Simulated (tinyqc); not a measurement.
The integration grid: Kohn-Sham R2SCAN on finer and finer grids in the sto-3g basis, for LiH, spin multiplicity 1. Computed by the program tinyqc with PySCF. Self-consistent on each grid; the net force on the molecule should vanish.

Geometry (angstrom):
```
atom,x,y,z
Li,0.0000,0.0000,0.0000
H,0.0000,0.0000,2.2270
```

Kohn-Sham energy on Becke grids (radial x angular points per atom):
```
grid,points,residual of the electron count,E (hartree),E - finest (mhartree),largest net force without grid terms (hartree/bohr)
10 x 14,275,5.51e-05,-7.927236,-30.271435,3.94e-04
15 x 26,773,-1.44e-02,-7.890842,6.123071,1.33e-02
20 x 50,1990,-1.01e-04,-7.896600,0.364826,1.72e-03
30 x 86,5145,4.12e-04,-7.896983,-0.018141,1.32e-03
50 x 194,19370,2.13e-05,-7.896972,-0.006896,1.60e-04
75 x 302,45232,-2.25e-06,-7.896964,0.000872,1.46e-05
120 x 590,141456,3.24e-08,-7.896965,0.000000,2.25e-06
```

What does the comparison show, and why?

The energy is within 0.1 mhartree of the finest grid first at 30 x 86. The error has both signs, since quadrature is not variational. The electron count and the net force are cheap signs of a poor grid.
